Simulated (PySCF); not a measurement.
**AlO⁻: changing the method**

Starting from one script, swap the method and compare what comes out for AlO⁻.

Program: PySCF 2.14.0. Level of theory: method and basis as typed in the scripts. These are calculated values, not measurements.

### Step 1. The system as given

AlO⁻: 2 atoms, charge -1, spin multiplicity 1.

Bond lengths: Al1–O2 1.535 Å.

### Step 2. The run that the others are compared with

File input.py:

```python
from pyscf import gto, scf, mp

mol = gto.M(
    atom='Al 0 0 0; O 0 0 1.535',
    basis='6-31g*',
    charge=-1,
    spin=0,
    verbose=4,
)
mf = scf.RHF(mol)
mf.kernel()
mp.MP2(mf, frozen=6).kernel()
mf.dip_moment()
print('orbital energies (hartree):', mf.mo_energy[..., max(0, mol.nelec[1]-3):mol.nelec[0]+3].round(4))
```

Started as:

```bash
$ OMP_NUM_THREADS=1 python input.py
```

### Step 3. Tpssh (RKS)

Edit 1 changes functional: none (Hartree–Fock) → tpssh; SCF type: RHF → RKS; step after the SCF: mp2 → analyze.

File input.py:

```python
from pyscf import gto, dft

mol = gto.M(
    atom='Al 0 0 0; O 0 0 1.535',
    basis='6-31g*',
    charge=-1,
    spin=0,
    verbose=4,
)
mf = dft.RKS(mol, xc='tpssh')
mf.kernel()
mf.analyze()
print('orbital energies (hartree):', mf.mo_energy[..., max(0, mol.nelec[1]-3):mol.nelec[0]+3].round(4))
```

### Step 4. Scan (RKS)

Edit 2 changes functional: none (Hartree–Fock) → scan; SCF type: RHF → RKS; step after the SCF: mp2 → analyze.

File input.py:

```python
from pyscf import gto, dft

mol = gto.M(
    atom='Al 0 0 0; O 0 0 1.535',
    basis='6-31g*',
    charge=-1,
    spin=0,
    verbose=4,
)
mf = dft.RKS(mol, xc='scan')
mf.kernel()
mf.analyze()
print('orbital energies (hartree):', mf.mo_energy[..., max(0, mol.nelec[1]-3):mol.nelec[0]+3].round(4))
```

### Step 5. B3pw91 (RKS)

Edit 3 changes functional: none (Hartree–Fock) → b3pw91; SCF type: RHF → RKS; step after the SCF: mp2 → analyze.

File input.py:

```python
from pyscf import gto, dft

mol = gto.M(
    atom='Al 0 0 0; O 0 0 1.535',
    basis='6-31g*',
    charge=-1,
    spin=0,
    verbose=4,
)
mf = dft.RKS(mol, xc='b3pw91')
mf.kernel()
mf.analyze()
print('orbital energies (hartree):', mf.mo_energy[..., max(0, mol.nelec[1]-3):mol.nelec[0]+3].round(4))
```

### Step 6. SCF alone

Edit 4 changes step after the SCF: mp2 → none.

Changes to input.py since step 2:

```diff
@@ -1,2 +1,2 @@
-from pyscf import gto, scf, mp
+from pyscf import gto, scf
 
@@ -11,3 +11,2 @@
 mf.kernel()
-mp.MP2(mf, frozen=6).kernel()
 mf.dip_moment()
```

### Step 7. NEVPT2

Edit 5 changes step after the SCF: mp2 → nevpt2; active space: none → 2 electrons in 2 orbitals.

Changes to input.py since step 2:

```diff
@@ -1,2 +1,2 @@
-from pyscf import gto, scf, mp
+from pyscf import gto, scf, mcscf, mrpt
 
@@ -11,3 +11,6 @@
 mf.kernel()
-mp.MP2(mf, frozen=6).kernel()
+mc = mcscf.CASSCF(mf, 2, 2)
+mc.kernel()
+mc.analyze()
+mrpt.NEVPT(mc).kernel()
 mf.dip_moment()
```

Q: Predict the outcome of this session. Wanted: for each run, E(SCF); from base; gap; after the SCF.

The runs gave:

| run | E(SCF) (hartree) | from base (eV) | cycles | gap (eV) | after the SCF |
| --- | --- | --- | --- | --- | --- |
| base | -316.759396 | 0 | 10 | 9.58 | MP2 correlation -6.747 eV, core frozen |
| tpssh (RKS) | -317.666887 | not comparable | 11 | 4.25 | n/a |
| scan (RKS) | -317.640578 | not comparable | 11 | 3.73 | n/a |
| b3pw91 (RKS) | -317.593794 | not comparable | 10 | 4.80 | n/a |
| SCF alone | -316.759396 | 0.0000 | 10 | 9.58 | n/a |
| NEVPT2 | -316.759396 | 0.0000 | 10 | 9.58 | NEVPT2 correlation -6.799 eV (from the SCF energy, the CASSCF gain included) |

**Reading.** The gap between the frontier levels is 3.7 eV with scan (0 % exact exchange) and 4.8 eV with b3pw91 (20 %): exact exchange opens it. A lower total energy from another functional means nothing by itself.
